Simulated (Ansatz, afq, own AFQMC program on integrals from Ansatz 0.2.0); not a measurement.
Two steps: Ansatz 0.2.0 writes the Fock matrix and Cholesky factors of the valence space, and afq projects on them the lowest state that overlaps trial and start.

```yaml
crystal:
  periodic: [false, false, false]
  atoms:
    - {symbol: Si, position_ang: [0.613354, 0.178393, 0.333238]}
    - {symbol: F, position_ang: [1.969904, -0.391479, -0.343044]}
    - {symbol: C, position_ang: [0.331730, 1.890849, -0.300107]}
    - {symbol: N, position_ang: [0.049438, 2.934504, -0.725599]}
    - {symbol: H, position_ang: [0.764073, 0.224532, 1.813513]}
basis:
  gaussian: {orbitals: def2-SVP}
magnetization: {spin_polarized: true, initial_magnetization: 1}
correlation: {method: ccsd_t, electrons: outside_noble_gas, hamiltonian_folder: ham}
```

```sh
$ ansatz run in.yaml --threads 1 --pin off --events-out ev --progress --plain --max-ram 24576MiB --backend cuda --devices 0, --max-vram 18GiB
```

Options of the walk:

```
--method phaseless --trial cisd --walkers 4000 --populations 20 --least-time 60 --time-step 0.005 --steps-per-block 50 --equilibration-blocks 28 --max-blocks 4000 --target-error 0.00028 --factor-cut 1e-05 --start spin_pure --seed 6610 --release-times 0.24,0.51,0.99,1.5 --release-step 0.03 --release-every 4 --taylor-order 6
```

Times are imaginary, in 1/Eh. The walk had a cap of 233 s. With eight or more populations the least sampling time is a fifth of least-time, and the error comes from their spread.

Log:

```
orbitals 57  electrons 11 10  factors 444 of 634
reference energy -481.03408463 Eh
CCSD correlation -0.55268231 Eh in 13 cycles, weight of the determinant in the CISD state 0.8141
energy of the start -481.575750 Eh
 block  time / (1/Eh)  mean weight  energy / Eh
     1     0.250  1.0000  -481.570116
     2     0.500  0.9996  -481.582093
     3     0.750  1.0002  -481.591588
     4     1.000  0.9999  -481.596525
     5     1.250  0.9996  -481.597908
     8     2.000  0.9997  -481.606367
    11     2.750  0.9999  -481.603892
    17     4.250  0.9997  -481.606812
    23     5.750  1.0007  -481.610832
    29     7.250  1.0002  -481.607703
    35     8.750  1.0000  -481.609803
    41    10.250  0.9992  -481.606491
    47    11.750  1.0000  -481.608844
    53    13.250  1.0002  -481.606086
    59    14.750  1.0002  -481.608787
    65    16.250  0.9998  -481.611493
    71    17.750  1.0004  -481.605947
    77    19.250  0.9999  -481.605247
    83    20.750  1.0003  -481.608862
    89    22.250  1.0002  -481.606669
    91    22.750  0.9994  -481.603645
    95    23.750  1.0004  -481.608835
   101    25.250  0.9997  -481.606327
   107    26.750  0.9996  -481.604646
   111    27.750  0.9999  -481.608441
error from the spread of 20 populations
released: time / (1/Eh)  energy / Eh  error  mean overlap
  0.24  -481.607314  0.000252  1.0002
  0.51  -481.607292  0.000286  1.0011
  0.99  -481.607583  0.000415  0.9983
  1.50  -481.607327  0.000302  0.9943
energy -481.606929 +/- 0.000315 Eh
(rows thinned)
```

The run passed its tests (sampling time, drift between the halves within three errors, error under three times the target), which doesn't prove that it has relaxed, ending at its cap on processor time.

Against this walk (error 8.6 meV) on the same determinant: CCSD(T) 65.6 meV higher, CCSDT(Q) 16.7 meV lower (within the noise). The error is statistical and leaves out the bias of the constraint. Released to 1.50 1/Eh the energy moves by -11 ± 12 meV (both errors), within twice the noise.

Cautions: constraint bias not in the error; error above the target (8.6 against 7.6 meV); unrestricted determinant slightly spin contaminated (⟨S²⟩ 0.81 against 0.75).

The walk took 3.9 min on 1 × NVIDIA H100 80GB HBM3 with 2 threads of AMD EPYC 7R13 Processor (Zen 3), on a shared host (the card was shared). The log's last line is the phaseless energy.

CCSDT and higher add their correlation energy to the determinant of the CCSD(T) run, since their own runs factorise the integrals more tightly (a shift of under 2 meV).
